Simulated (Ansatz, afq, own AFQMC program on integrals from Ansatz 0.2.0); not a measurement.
## Where AFQMC and coupled cluster stand for CH$_{3}$N, singlet

```xyz
5

N     0.0000   -0.1232   -0.6250
C     0.0000    0.0600    0.6223
H     0.0000   -0.8099    1.2818
H     0.0000    1.0402    1.1129
H     0.0000    0.7666   -1.1253
```

Connectivity, by distances: NH–CH2.

Basis cc-pVDZ. Noble-gas cores (and the filled d shells of Ga–Kr and In–Xe) are frozen. Integrals, coupled cluster, full CI and functionals: Ansatz 0.2.0; the random walks run on the same integrals in our own AFQMC program. The CISD trial takes its coefficients from CCSD amplitudes. Released means that phaseless walkers are propagated on without the constraint, phases kept. Free AFQMC starts from the CCSD state and is never constrained. Its projection time is finite, and what remains of the start isn't in its error. Error bars are statistical, one sigma.

Determinant: RHF, the one that the program's search chose, which needn't be the lowest solution. The geometry is a point of a scan.

No full CI on the walks' own integrals is used here; CCSDT(Q) serves as the reference and is uncertain by about the last step of the cluster series.

Cautions: the ph-AFQMC/CISD walk drifts between its halves (2.6 errors).

The T1 diagnostic is 0.0115. The weight of the determinant in the CISD state is 0.884. The size of the correlated space is 12 electrons in 41 orbitals.

```tsv
level	correlation energy (eV)
MP2	-8.1829
CCSD	-8.8200
CCSD(T)	-9.1021
```

(1) Estimate where free-projection AFQMC lies against CCSD(T) on the same integrals.

(1) 5.5 ± 2.7 kJ/mol below CCSD(T).

Reference: CCSDT(Q), correlation energy -9.139 eV. The released energy is read at 2.40 1/Eh (meV from the phaseless value at times in 1/Eh: 22 ± 18 at 0.24, 18 ± 20 at 0.51, -1 ± 30 at 0.99, 23 ± 18 at 1.62, 19 ± 23 at 2.40).

| level | E − E(reference) (kJ/mol) | share of correlation (%) |
| --- | --- | --- |
| CCSD(T) | 3.5 | 99.60 |
| CCSDT | 2.3 | 99.74 |
| ph-AFQMC/HF | -19.1 ± 8.0 | 102.16 |
| ph-AFQMC/CISD | -0.3 ± 2.0 | 100.04 |
| released AFQMC | 1.5 ± 2.2 | 99.83 |
| free AFQMC | -2.0 ± 2.7 | 100.22 |

Free projections are given only where their last times agree within the noise and don't stop above the reference; a slow remainder of the start can still hide under it. A walk keeps the symmetry of its determinant, which the program's search chose and which needn't be the lowest solution, so a lower state of the same spin and another symmetry isn't excluded. Released energies are given only where the last usable release times agree within the noise; a slower fall can still hide under it.
